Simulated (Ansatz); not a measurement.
System: CsCl-type TlBr. Method: LDA (PAW; Ansatz, a quantum-chemistry and plane-wave program).

Run with plane-wave cutoff 520 eV, 6×6×6 k mesh, scalar-relativistic PAW data made under PBE.

The cell has the measured lattice: a = b = c = 3.980 Å, α = β = γ = 90.00°.

Question: Give the computed Poisson ratio, Voigt–Reuss–Hill bulk modulus, elastic constant C12, Young modulus, elastic constant C11 and elastic constant C44.

Answer: 
- Poisson ratio: 0.324
- Voigt–Reuss–Hill bulk modulus: 18.4 GPa
- elastic constant C12: 10.4 GPa
- Young modulus: 19.5 GPa
- elastic constant C11: 34.4 GPa
- elastic constant C44: 5.27 GPa

Note: the cell isn't this level's own, so it is under some stress, which shifts stiffness and frequencies.

Elastic constants are with the ions relaxed.

Spin–orbit coupling is not included; it can shift volumes and moduli of such heavy elements.

The computed numbers hold no vibrational or temperature effects.
